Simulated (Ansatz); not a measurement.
**AlNH2 (singlet): wave-function methods side by side, cc-pVDZ**

One table from this session's results is given with a row withheld; the runs are named, their logs left out.

Method: cc-pVDZ, core rule «outside noble gas», up to 6 orbitals frozen; program: Ansatz 0.2.0, Gaussian basis.

To be run: UHF; CCSD(T) on RHF; BCCD(T) on RHF; CISD; CCSDT(Q) on RHF; CCSDTQ on RHF.

11 further runs of the same task are left out: 8 for a known fault of the program, 3 set aside as unsound or not needed.

**The geometry**

The geometry is a PBE0/def2-TZVP stationary point (not a proven minimum).

4 atoms, charge 0, spin multiplicity 1.

Atoms are counted from 1 here; the program's logs count them from 0.

Bond lengths: Al1–N2 1.796 Å, N2–H3 1.012 Å, N2–H4 1.012 Å. Angles: Al1–N2–H3 125.6°, Al1–N2–H4 125.6°, H3–N2–H4 108.7°.

Coordinates:

```xyz
4

Al    0.0000    0.0000    0.6968
N     0.0000    0.0000   -1.0992
H     0.0000    0.8223   -1.6887
H     0.0000   -0.8223   -1.6887
```

The first run:

File in.yaml:

```yaml
crystal:
  periodic: [false, false, false]
  atoms:
    - {symbol: Al, position_ang: [0.000000, 0.000000, 0.696811]}
    - {symbol: N, position_ang: [0.000000, 0.000000, -1.099242]}
    - {symbol: H, position_ang: [0.000000, 0.822256, -1.688737]}
    - {symbol: H, position_ang: [0.000000, -0.822256, -1.688737]}
basis:
  gaussian: {orbitals: cc-pVDZ}
magnetization: {spin_polarized: true, initial_magnetization: 0}
hamiltonian: {xc: hf}
output: {orbitals: {seedname: orbitals}}
```

Started as:

```bash
$ ansatz run in.yaml --threads 1 --pin off --events-out ev --progress --plain --max-ram 2816MiB --backend cpu
```

Among the steps run: UHF; CCSD(T) on RHF; BCCD(T) on RHF; CISD; CCSDT(Q) on RHF; CCSDTQ on RHF.

One of the session's tables, all rows but one given; the rest of the session is left out.

```
   method  from RCCSDTQ (kJ/mol)
      RHF                 +669.0
     RMP2                  +81.9
     CISD                  +72.0
    RCCSD                  +20.2
 RCCSD(T)                   +3.0
  BCCD(T)                   +2.9
   RCCSDT                   +1.6
RCCSDT(Q)                      ?
  RCCSDTQ                      0
```

Estimate the missing values for RCCSDT(Q).

The run gave: from RCCSDTQ (kJ/mol): -0.2. In the column «from RCCSDTQ (kJ/mol)» it is the lowest.
